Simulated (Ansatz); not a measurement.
# How far each method lies from UCCSDT(Q) for SiGe⁻, sextet

Geometry: that of the SiGe⁻, quartet, kept fixed.

```xyz
2

Si    0.0000    0.0000    0.0000
Ge    0.0000    0.0000    2.4635
```

Basis aug-cc-pVDZ; Ansatz 0.2.0. Only valence electrons are correlated (noble-gas cores and the filled d shells of p-block atoms frozen), which leaves 9 electrons in 44 orbitals. Prefix R: restricted or restricted open-shell reference; prefix U: unrestricted. Active spaces: valence = (9e, 8o) chosen from the atoms' valence shells. No spin–orbit coupling is included, and no scalar relativity.

Full CI isn't at hand for all of this; UCCSDT(Q) serves as the reference, and is uncertain by about the last step of the cluster series. The frozen core follows each run's orbitals, which can shift R against U totals by a few meV for light atoms and by up to 0.1 eV past Ca.

* UHF ⟨S²⟩: 8.757
* T1 diagnostic (RCCSD): 0.0149
* largest doubles amplitude (RCCSD): 0.041
* T1 diagnostic (UCCSD): 0.0131

Task: From what is known of these methods and the diagnostics, rank them by the size of their error in total energy against UCCSDT(Q) in aug-cc-pVDZ, smallest first (an estimate: the text doesn't fix the numbers).
A. UMP2
B. UCCSDT
C. UCCSD(T)
D. UCCSD
E. UHF

Result: B (0.42 mEh), C (1.62 mEh), D (7.32 mEh), A (35.51 mEh), E (156.06 mEh).

All errors are against UCCSDT(Q) in aug-cc-pVDZ. Within each family the higher level lies nearer, as is usual though not guaranteed.

Natural occupations of CASSCF (valence space) about the gap: 1.992 1.971 1.002 1.002 1.002 0.999 0.999 0.033; effectively unpaired electrons, Σ n²(2−n)², 5.01.
